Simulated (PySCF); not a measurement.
Working out the ionisation energy of O

O [He] 2s2 2p4 (3P) → O⁺ [He] 2s2 2p3 (4S). All numbers are calculated (PySCF 2.14, the non-relativistic Hamiltonian (point nucleus), in 6-31G* (3s2p1d, 14 functions)). Frozen: 1s2. Energies in hartree (1 hartree = 27.21139 eV):

```json
{"part": "UHF", "O (lower)": "-74.783181", "O⁺ (upper)": "-74.341075"}
{"part": "CCSD correlation", "O (lower)": "-0.110729", "O⁺ (upper)": "-0.076074"}
{"part": "(T)", "O (lower)": "-0.000840", "O⁺ (upper)": "-0.000540"}
```

Question: What does Hartree-Fock give?

Answer: (-74.341075) − (-74.783181) = 0.442106 hartree = 12.030 eV.

Question: What do CCSD and CCSD(T) give?

Answer: The CCSD correlation energies differ by 0.034655 hartree = 0.943 eV and the triples by 0.000300 hartree = 0.008 eV, so CCSD gives 12.973 eV and CCSD(T) 12.981 eV.

Measured between the centres of the two terms (NIST): 13.608 eV, so CCSD(T) (valence) is off by -0.627 eV.

What remains against the reference includes basis incompleteness, the frozen core and higher excitations.
